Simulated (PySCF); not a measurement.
Potential energy curve for CN, doublet.

- UKS-BLYP = unrestricted BLYP/cc-pVDZ (PySCF)
- UMP2 = MP2 on UHF/cc-pVDZ, 2 core orbitals frozen run with PySCF 2.14.0
- ROKS-PBE0 = PySCF with restricted open-shell PBE0/cc-pVDZ
- UKS-CAM-B3LYP = unrestricted CAM-B3LYP/cc-pVDZ run with PySCF

Energies are in kcal/mol, each relative to the lowest point of its own curve near equilibrium.

```
R / Å  UKS-BLYP   UMP2  ROKS-PBE0  UKS-CAM-B3LYP
-----  --------  -----  ---------  -------------
0.93      144.7  133.2      135.1          132.5
1.00       64.3   52.4       57.2           55.5
1.05          ?   19.6       25.3           24.3
1.10       10.9      ?        7.7            7.2
1.12          ?    0.0        3.7            3.4
1.16          ?      ?        0.0            0.0
1.20        0.0    6.0          ?            1.1
1.23        1.7   12.6        3.8            4.2
1.28        7.9   25.6       12.1           12.8
```

### Question
Complete the blanks.

### Answer

- 1.05, UKS-BLYP: 30.6
- 1.10, UMP2: 2.8
- 1.12, UKS-BLYP: 6.2
- 1.16, UKS-BLYP: 0.8
- 1.16, UMP2: 0.1
- 1.20, ROKS-PBE0: 0.8

The scan ran from 0.93 to 4.65 Å; beyond the distances shown one of the unrestricted levels run for this scan, shown here or not, changes its spin distribution in one step. The unrestricted determinant behind UMP2 is spin-contaminated at 1.05 to 1.28 Å (<S²> up to 1.6, against 0.75 for a pure doublet).
